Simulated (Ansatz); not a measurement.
`COC(F)OC` → `CCC(O)(O)F`  (isomerisation)

Calculated with Ansatz (gas phase, PBE0-D4/def2-TZVP geometries, no zero-point term in ΔE). CBS: MP2 limit from def2 TZ/QZ plus the TZ coupled-cluster correction, frozen cores. DFT in def2-TZVPP. B3LYP here is the variant with VWN-RPA as its local correlation; programs differ in this. One conformer a species, not always the lowest.

`COC(F)OC`:

Cartesian coordinates in Å:
```
C -0.269 -1.544 -1.288
O -0.494 -0.800 -0.108
C 0.632 -0.211 0.402
F 1.465 -1.157 0.921
O 0.300 0.614 1.431
C -0.403 1.769 1.026
H 0.340 -2.430 -1.089
H 0.225 -0.932 -2.052
H -1.246 -1.853 -1.657
H 1.195 0.313 -0.393
H -0.516 2.391 1.912
H 0.159 2.326 0.266
H -1.389 1.515 0.628
```

`CCC(O)(O)F`:

```xyz
13

C     0.751   -1.138    0.929
C     0.472   -0.460   -0.398
C    -0.682    0.519   -0.336
O    -0.528    1.529    0.605
O    -0.892    1.026   -1.596
F    -1.814   -0.131    0.082
H     0.986   -0.408    1.706
H     1.597   -1.821    0.836
H    -0.114   -1.713    1.262
H     0.229   -1.192   -1.172
H     1.349    0.091   -0.752
H     0.257    2.032    0.365
H    -1.611    1.666   -1.530
```

```csv
level,ΔE (kJ/mol),difference from CCSD(T)/CBS
PBE-D4,-110.6,10.0
r2SCAN-D4,-114.9,5.7
PBE0-D4,-115.9,4.7
B3LYP-D4,-104.3,16.3
ωB97X-V,-111.5,9.1
ωB97M-V,-117.5,3.1
B2PLYP,-108.7,11.9
PBE,-109.0,11.6
r2SCAN,-114.7,5.9
PBE0,-114.6,6.0
B3LYP,-101.5,19.1
HF/def2-TZVPP,-98.5,22.1
MP2/def2-TZVPP,-123.5,-2.9
SCS-MP2/def2-TZVPP,-113.9,6.7
CCSD/def2-TZVPP,-115.1,5.5
CCSD(T)/def2-TZVPP,-115.8,4.8
HF/def2-QZVPP,-97.6,23.0
MP2/def2-QZVPP,-125.9,-5.3
SCS-MP2/def2-QZVPP,-116.6,4.0
HF/CBS(def2),-97.5,23.1
MP2/CBS(def2),-128.2,-7.6
CCSD/CBS(def2),-119.9,0.7
CCSD(T)/CBS,-120.6,0
```

Largest T1 diagnostic among the species: 0.011.

From PBE to PBE0 (25 % exact exchange), in def2-TZVPP and without D4, ΔE moves by −5.6 kJ/mol. In def2-TZVPP, CCSD(T) changes the Hartree–Fock value by −17.3 kJ/mol (the triples alone add −0.7 kJ/mol) and MP2 by −25.0 kJ/mol.
